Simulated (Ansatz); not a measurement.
## Structure relaxation of Zr₃F₂

Method: DFT PBE, scalar-relativistic, plane waves, PAW in Ansatz. Cutoff 420 eV, Γ-centred k mesh, Gaussian smearing, no spin polarisation in the final step.

The start puts Zr₃F₂ on the anti-corundum structure type (R-3c, No. 167), with F in place of Al, Zr in place of O, at a guessed volume.

```
Zr F
1.0
     2.82692    1.63212    5.14542
    -2.82692    1.63212    5.14542
     0.00000   -3.26424    5.14542
Zr F
6 4
Direct
  0.05625 0.44375 0.75000
  0.75000 0.05625 0.44375
  0.44375 0.75000 0.05625
  0.94375 0.55625 0.25000
  0.25000 0.94375 0.55625
  0.55625 0.25000 0.94375
  0.85218 0.85218 0.85218
  0.64782 0.64782 0.64782
  0.14782 0.14782 0.14782
  0.35218 0.35218 0.35218
```

Steps on the 6×6×6 mesh (10 atoms). 11 of 17 steps are shown, and the free energy counts from the last. Trial steps that were taken back and renewals of the plane-wave basis can be among the rows.

| step | ΔF (meV/atom) | V (Å³/atom) | P (GPa) | largest force component (eV/Å) |
| --- | --- | --- | --- | --- |
| 1 | 367.5 | 14.24 | 24.26 | 1.506 |
| 2 | 118.0 | 16.26 | 2.03 | 0.960 |
| 4 | 30.8 | 16.36 | 0.46 | 0.063 |
| 7 | 29.4 | 16.57 | 0.25 | 0.018 |
| 8 | 15.4 | 16.57 | 1.60 | 0.018 |
| 10 | 8.3 | 17.61 | -0.08 | 0.025 |
| 11 | 9.0 | 17.92 | -0.36 | 0.052 |
| 13 | 1.8 | 17.64 | 0.31 | 0.025 |
| 14 | 0.9 | 17.83 | 0.67 | 0.055 |
| 16 | 0.7 | 17.91 | 0.05 | 0.012 |
| 17 | 0.0 | 17.91 | 0.08 | 0.012 |

A final relaxation ran on a 6×6×6 mesh. The relaxed crystal, R-3c (No. 167):

Space group R-3c:H (No. 167). a = 6.560 Å, b = 6.560 Å, c = 14.434 Å, α = 90.00°, β = 90.00°, γ = 120.00°
| atom | site | symmetry | x | y | z |
| --- | --- | --- | --- | --- | --- |
| Zr | 18e | .2 | 0.0833 | 0.3333 | 0.0833 |
| F | 12c | 3. | 0.3333 | 0.6667 | 0.5126 |

```
Volume per atom          : 17.93 Å³
Density                  : 5.77 g/cm³
Energy over the elements : -1.28 eV/atom
Gap on the 6×6×6 mesh    : 0 eV (a metal)
```

The zero of energy is the elements' standard structures at the same level (F₂ as a molecule); no fitted shifts are applied.

The final run used a 6×6×6 mesh on its 10-atom cell and 0.10 eV smearing. The k mesh leaves about 4 meV/atom of noise in metals.

A structure relaxed within its symmetry needn't be a true minimum.

Cost: 3 runs of about 7.4 core-minutes in all, on Arm Neoverse V2 (shared hosts).